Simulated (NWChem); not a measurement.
System: C$_{2}$H$_{5}$NO anion, doublet; SMILES of the neutral closed-shell parent CC(N)=O

The following NWChem deck was run.

```
start job
memory heap 200 mb stack 900 mb global 1100 mb
charge -1
geometry units angstroms noautosym nocenter noautoz
  C      0.173947     1.373531    -0.018345
  C     -0.148945    -0.072516     0.248005
  N      1.010383    -0.912622     0.068446
  O     -1.317294    -0.542032     0.043075
  H      0.422932     1.511551    -1.119734
  H      1.052048     1.723780     0.544251
  H     -0.688791     2.013043     0.206360
  H      0.666493    -1.861689    -0.083003
  H      1.535322    -0.652799    -0.800471
end
basis spherical
  * library 6-31+g*
end
dft
  odft
  mult 2
  xc pbe0
  iterations 150
end
cosmo
  do_cosmo_smd true
  solvent dmf
end
task dft energy
```

NWChem printed, in part:

```
             Northwest Computational Chemistry Package (NWChem) 7.3.0
             --------------------------------------------------------

                             Geometry "geometry" -> ""
                             -------------------------

 Output coordinates in angstroms (scale by  1.889725989 to convert to a.u.)

  No.       Tag          Charge          X              Y              Z
 ---- ---------------- ---------- -------------- -------------- --------------
    1 C                    6.0000     0.17394700     1.37353100    -0.01834500
    2 C                    6.0000    -0.14894500    -0.07251600     0.24800500
    3 N                    7.0000     1.01038300    -0.91262200     0.06844600
    4 O                    8.0000    -1.31729400    -0.54203200     0.04307500
    5 H                    1.0000     0.42293200     1.51155100    -1.11973400
    6 H                    1.0000     1.05204800     1.72378000     0.54425100
    7 H                    1.0000    -0.68879100     2.01304300     0.20636000
    8 H                    1.0000     0.66649300    -1.86168900    -0.08300300
    9 H                    1.0000     1.53532200    -0.65279900    -0.80047100

 Effective nuclear repulsion energy (a.u.)     119.1081248646

                                 NWChem DFT Module
                                 -----------------

 Summary of "ao basis" -> "ao basis" (spherical)
 ------------------------------------------------------------------------------
       Tag                 Description            Shells   Functions and Types
 ---------------- ------------------------------  ------  ---------------------
 C                          6-31+g*                  8       18   4s3p1d
 N                          6-31+g*                  8       18   4s3p1d
 O                          6-31+g*                  8       18   4s3p1d
 H                          6-31+g*                  2        2   2s

 in cosmo_initialize ...
 calling solv_data for solv:dmf

 solvent parameters
 solvname_short: dmf
 solvname_long:  N,N-dimethylformamide
 dielec:       37.2190
 dielecinf:     2.0463
 nonaqueous SMD model solvent descriptors
 dielec:       37.2190
 sola:          0.0000
 solb:          0.7400
 solc:          0.0000
 solg:         49.5600
 solh:          0.0000
 soln:          1.4305

          ---------------
          -cosmo- solvent
          ---------------
 Cosmo: York-Karplus, doi: 10.1021/jp992097l
 dielectric constant -eps-     =  37.22
 screen = (eps-1)/(eps    )    =   0.97313
 surface charge correction     = lagrangian

   van der Waals surface
 --------------------------

 ---------- ATOMIC COORDINATES (A.U.) ------------ VDWR(ANG.) --
     1    0.32871217    2.59559723   -0.03466702     1.850
     2   -0.28146524   -0.13703537    0.46866149     1.850
     3    1.90934701   -1.72460551    0.12934419     1.890
     4   -2.48932471   -1.02429196    0.08139995     2.294
     5    0.79922559    2.85641721   -2.11599044     1.200
     6    1.98808245    3.25747186    1.02848526     1.200
     7   -1.30162625    3.80409967    0.38996386     1.200
     8    1.25948914   -3.51808209   -0.15685293     1.200
     9    2.90133788   -1.23361124   -1.51267085     1.200
 number of segments per atom =        128
 number of   points per atom =        128
 atom (   nspa,  nppa )
 ----------------------
    1 (     52,     0 )       0
    2 (     16,     0 )       0
    3 (     65,     0 )       0
    4 (     91,     0 )       0
    5 (     54,     0 )       0
    6 (     54,     0 )       0
    7 (     52,     0 )       0
    8 (     38,     0 )       0
    9 (     49,     0 )       0
 number of -cosmo- surface points =      471
 molecular surface =    110.023 angstrom**2
 molecular volume  =     92.910 angstrom**3
 -lineq- algorithm             =   0
 -bem- low  level              =   3
 -bem- from -octahedral-
 gaussian surface charge width =   4.50000
 degree of switching           =   1.00000
 switching function tolerance  =   0.00010
 atomic radii =
 --------------
    1  6.000  1.850
    2  6.000  1.850
    3  7.000  1.890
    4  8.000  2.294
    5  1.000  1.200
    6  1.000  1.200
    7  1.000  1.200
    8  1.000  1.200
    9  1.000  1.200
 ...... end of -cosmo- initialization ......

 nat:                     9
 ixmem:                  4523
 calling mnsol_interface()
 G(SMD-CDS) energy (kcal/mol)  =    -0.081
 SMD-CDS SASA (angstrom**2)    =   119.075

[...]

                                COSMO-SMD solvation results
                                ---------------------------

             internal energy in gas <Psi(g)|H|Psi(g)> =      -208.931221762080
         internal energy in solvent <Psi(s)|H|Psi(s)> =      -208.923102981688
                               delta internal energy  =         0.008118780392 (    5.09 kcal/mol)
   total free energy in solvent <Psi(s)|H+V/2|Psi(s)> =      -209.024899526071
 polarization energy contribution <Psi(s)|V/2|Psi(s)> =        -0.101796544383 (  -63.88 kcal/mol)
    total free energy in solvent including G(SMD-CDS) =      -209.025028089081
                       G(SMD-CDS) energy contribution =        -0.000128563010 (   -0.08 kcal/mol)
     1 M fixed-concentration free energy of solvation =        -0.093806327000 (  -58.86 kcal/mol)

                    DFT Final Alpha Molecular Orbital Analysis
                    ------------------------------------------

 Vector   15  Occ=1.000000D+00  E=-2.665194D-01
              MO Center=  4.9D-02, -6.7D-01,  1.7D-01, r^2= 2.5D+00
   Bfn.  Coefficient  Atom+Function         Bfn.  Coefficient  Atom+Function
  ----- ------------  ---------------      ----- ------------  ---------------
    41      0.340484  3 N  pz                59     -0.322838  4 O  pz
    45      0.263075  3 N  pz                58      0.245615  4 O  py
    63     -0.211883  4 O  pz                42      0.199111  3 N  s
    39      0.194087  3 N  px                43      0.163395  3 N  px
    62      0.161565  4 O  py                38      0.121902  3 N  s

 Vector   16  Occ=1.000000D+00  E=-2.171717D-01
              MO Center= -7.1D-01, -4.7D-01,  7.5D-02, r^2= 2.1D+00
   Bfn.  Coefficient  Atom+Function         Bfn.  Coefficient  Atom+Function
  ----- ------------  ---------------      ----- ------------  ---------------
    58      0.491993  4 O  py                62      0.330907  4 O  py
    39     -0.254837  3 N  px                57     -0.229803  4 O  px
    43     -0.221413  3 N  px                46      0.184915  3 N  s
    61     -0.159914  4 O  px                 6     -0.152891  1 C  s
     4      0.139687  1 C  py                42      0.123476  3 N  s

 Vector   17  Occ=1.000000D+00  E=-8.130650D-02
              MO Center= -1.5D-01, -9.2D-02,  8.3D-02, r^2= 3.8D+00
   Bfn.  Coefficient  Atom+Function         Bfn.  Coefficient  Atom+Function
  ----- ------------  ---------------      ----- ------------  ---------------
    28      3.735350  2 C  s                 10     -2.239882  1 C  s
    46     -0.908905  3 N  s                 30      0.644636  2 C  py
    12      0.596203  1 C  py                29      0.469116  2 C  px
    23      0.408444  2 C  pz                64     -0.409847  4 O  s
    27      0.400058  2 C  pz                59     -0.324624  4 O  pz

 Vector   18  Occ=0.000000D+00  E= 2.301191D-02
              MO Center=  3.2D-01, -6.3D-01,  5.5D-02, r^2= 9.8D+00
   Bfn.  Coefficient  Atom+Function         Bfn.  Coefficient  Atom+Function
  ----- ------------  ---------------      ----- ------------  ---------------
    28      2.601158  2 C  s                 46     -2.231917  3 N  s
    30     -1.394045  2 C  py                10      0.916252  1 C  s
    64     -0.920689  4 O  s                 47      0.710219  3 N  px
    31     -0.505945  2 C  pz                29      0.312916  2 C  px
    27     -0.282579  2 C  pz                13      0.247804  1 C  pz

 Vector   19  Occ=0.000000D+00  E= 4.269067D-02
              MO Center=  2.1D-01,  1.4D+00, -1.7D-01, r^2= 1.3D+01
   Bfn.  Coefficient  Atom+Function         Bfn.  Coefficient  Atom+Function
  ----- ------------  ---------------      ----- ------------  ---------------
    28     -7.907492  2 C  s                 10      7.723269  1 C  s
    30     -3.467593  2 C  py                12     -2.835974  1 C  py
    31      0.991640  2 C  pz                11     -0.703544  1 C  px
    13      0.678448  1 C  pz                29     -0.426817  2 C  px
    66      0.349425  4 O  py                46     -0.314261  3 N  s

 Vector   20  Occ=0.000000D+00  E= 4.458409D-02
              MO Center= -3.3D-01,  3.0D-01,  6.4D-01, r^2= 1.1D+01
   Bfn.  Coefficient  Atom+Function         Bfn.  Coefficient  Atom+Function
  ----- ------------  ---------------      ----- ------------  ---------------
    28      2.180577  2 C  s                 46     -1.811034  3 N  s
    10     -1.627857  1 C  s                 29      1.575652  2 C  px
    31     -1.342149  2 C  pz                64      0.671644  4 O  s
    48     -0.513056  3 N  py                67      0.383434  4 O  pz
    30      0.259692  2 C  py                47      0.232229  3 N  px

                     DFT Final Beta Molecular Orbital Analysis
                     -----------------------------------------

 Vector   14  Occ=1.000000D+00  E=-3.124452D-01
              MO Center=  9.4D-02, -2.9D-01,  4.7D-02, r^2= 2.7D+00
   Bfn.  Coefficient  Atom+Function         Bfn.  Coefficient  Atom+Function
  ----- ------------  ---------------      ----- ------------  ---------------
    59      0.301226  4 O  pz                41      0.263343  3 N  pz
    23      0.215581  2 C  pz                39      0.211069  3 N  px
    45      0.203418  3 N  pz                63      0.187357  4 O  pz
     5     -0.184294  1 C  pz                43      0.150348  3 N  px
    42      0.140890  3 N  s                 73      0.133441  5 H  s

[...]
```

Level: PBE0/6-31+G* (spherical d), spin-unrestricted, SMD on the gas-phase geometry. The geometry was optimised at B3LYP/def2-SVPD, spin-unrestricted. No frequency run checked for a minimum. The spin multiplicity was typed, not searched, and may not be the lowest. No stability test was run on the SCF state. The gas-phase anion has a positive highest level at the geometry level, so the gas reference is doubtful. Solvent: N,N-dimethylformamide.
